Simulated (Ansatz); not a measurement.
# NaS+ (triplet): from Hartree-Fock to the top rungs at distance S1–Na2 = 9.675 Å, cc-pVDZ

One table from this session's results is given with a row withheld; the runs are named, their logs left out.

Program: Ansatz 0.2.0, Gaussian basis. Level of theory: cc-pVDZ, core rule «outside noble gas», up to 10 orbitals frozen. These are calculated values, not measurements.

The runs, in order: UHF; CCSD(T) on ROHF; CCSD(T) on UHF; BCCD(T) on ROHF; CCSDT(Q) on ROHF; CCSDT(Q) on UHF; Full CI.

61 further runs of the same task are left out: 46 for a known fault of the program, 12 that didn't finish, 3 set aside as unsound or not needed.

## The system

The geometry derives from a PBE0/def2-TZVP stationary point (not a proven minimum). One bond is set to the value named and the two fragments are kept rigid.

2 atoms, charge 1, spin multiplicity 3.

Atoms are counted from 1 here; the program's logs count them from 0.

No contacts short enough for the rule that draws bonds.

The first run:

File in.yaml:

```yaml
crystal:
  periodic: [false, false, false]
  atoms:
    - {symbol: S, position_ang: [0.000000, 0.000000, 0.000000]}
    - {symbol: Na, position_ang: [0.000000, 0.000000, 9.675000]}
basis:
  gaussian: {orbitals: cc-pVDZ}
total_charge: 1
magnetization: {spin_polarized: true, initial_magnetization: 2}
hamiltonian: {xc: hf}
output: {orbitals: {seedname: orbitals}}
```

Launch:

```
$ ansatz run in.yaml --threads 1 --pin off --events-out ev --progress --plain --max-ram 2393MiB
```

Steps of the session up to this table: UHF; CCSD(T) on ROHF; CCSD(T) on UHF; BCCD(T) on ROHF; CCSDT(Q) on ROHF; CCSDT(Q) on UHF; Full CI.

One table of the session follows, with a row left open; its other results are not shown here.

It belongs to the step «Misses and costs». 

```
   method  from FCI (kcal/mol)
     ROHF               +67.81
      UHF               +65.32
     RMP2               +12.25
     UMP2               +12.74
    RCCSD                +1.01
    UCCSD                +0.94
 RCCSD(T)                    ?
 UCCSD(T)                +0.23
  BCCD(T)                +0.24
   RCCSDT                +0.07
   UCCSDT                +0.06
RCCSDT(Q)                +0.01
UCCSDT(Q)                 0.00
      FCI                    0
```

**Question.** Estimate the row for RCCSD(T).

The run gave: from FCI (kcal/mol): +0.25. In the column «from FCI (kcal/mol)» it lies between BCCD(T) (+0.24) and UCCSD (+0.94).

Limits of these values: Levels on UHF freeze UHF's core orbitals, full CI those of ROHF, so the U rows can settle a little off it for that reason alone. Restricted and unrestricted rows rest on different reference determinants; where their highest levels disagree by more than a few hundredths of an eV, they describe different states and don't form one ladder.
